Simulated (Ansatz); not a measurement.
Molecule: CH3Cl, charge 1, multiplicity 2. SMILES of the parent species: ClC

Atoms: C1, Cl2, H3, H4, H5. Bonds: C1-Cl2, C1-H3, C1-H4, C1-H5.

Bond lengths (Å) and angles (degrees) optimised at HF/3-21G with Ansatz (a program for electronic structure); PBE/6-31G* with Ansatz; B3LYP/LANL2DZ with Ansatz; B3LYP/6-31G* with Ansatz, each started from the B3LYP-D3(BJ)/def2-TZVP structure (Ansatz) of the last column. A row stands for all coordinates that are equal there. 6-31G* holds six Cartesian d functions. At HF/3-21G the structure is a saddle point. At B3LYP/6-31G* the structure is a saddle point. No wavenumbers were computed at PBE/6-31G*, B3LYP/LANL2DZ, so these may be saddle points.

| coordinate | HF/3-21G | PBE/6-31G* | B3LYP/LANL2DZ | B3LYP/6-31G* | B3LYP-D3(BJ)/def2-TZVP |
|---|---|---|---|---|---|
| C1-Cl2 | 2.185 | 1.738 | 1.909 | 1.760 | 1.742 |
| C1-H3 | 1.073 | 1.139 | 1.108 | 1.122 | 1.122 |
| C1-H4 | 1.075 | 1.106 | 1.092 | 1.095 | 1.091 |
| Cl2-C1-H3 | 98.6 | 105.4 | 102.3 | 104.0 | 102.6 |
| Cl2-C1-H4 | 97.8 | 110.6 | 105.6 | 109.5 | 109.8 |
| H3-C1-H4 | 118.4 | 105.4 | 111.8 | 107.7 | 107.7 |
| H4-C1-H5 | 117.3 | 118.5 | 118.0 | 117.6 | 118.2 |

Mean signed difference of all 4 bond lengths from B3LYP-D3(BJ)/def2-TZVP: HF/3-21G 0.091 Å, PBE/6-31G* 0.011 Å, B3LYP/LANL2DZ 0.039 Å, B3LYP/6-31G* 0.007 Å.
